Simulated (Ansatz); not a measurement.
## Scan of [Cl···H···F], doublet

Starting geometry:

```xyz
3

Cl    0.0000    0.0000   -1.3569
H     0.0000    0.0000   -0.0781
F     0.0000    0.0000    1.4351
```

From there H2 is moved from one fragment to the other while all else, the fragments' distance too, stays fixed, so the hump isn't the reaction's barrier; atoms are numbered as listed. Energies are in kcal/mol, counted from the starting geometry at the same level.

Basis cc-pVDZ; Ansatz 0.2.0. Correlated methods freeze the noble-gas cores. Prefix R: restricted or restricted open-shell reference; prefix U: unrestricted.

Coupled cluster chose its determinant by trial CCSD, here up to 0.13 eV above the lowest Hartree–Fock solution of its kind. The reference follows the lowest state, whose symmetry changes along the scan.

Full CI isn't at hand for all of this; UCCSDT(Q) serves as the reference, and is uncertain by about the last step of the cluster series. The frozen core follows each run's orbitals, which can shift R against U totals by a few meV.

```tsv
distance Cl1-H2 (Å)	RCCSD
1.189	3.1
1.279	0.0
1.366	1.9
1.454	4.8
1.542	4.3
1.629	-5.6
1.717	-18.6
1.804	-28.4
1.892	-31.7
```

Problem. Estimate the UCCSDT(Q) curve in cc-pVDZ from this one, knowing how RCCSD errs.

Solution. The computed UCCSDT(Q) values, in kcal/mol from the starting point, and the error of RCCSD against them:
```csv
distance Cl1-H2 (Å),UCCSDT(Q),RCCSD less UCCSDT(Q)
1.189,3.5,-0.4
1.279,0.0,0.0
1.366,1.3,0.5
1.454,3.5,1.3
1.542,2.2,2.1
1.629,-6.3,0.6
1.717,-18.8,0.3
1.804,-28.3,0.0
1.892,-31.4,-0.3
```

The error spans 2.5 kcal/mol and is largest, 2.1 kcal/mol, at 1.542 Å.
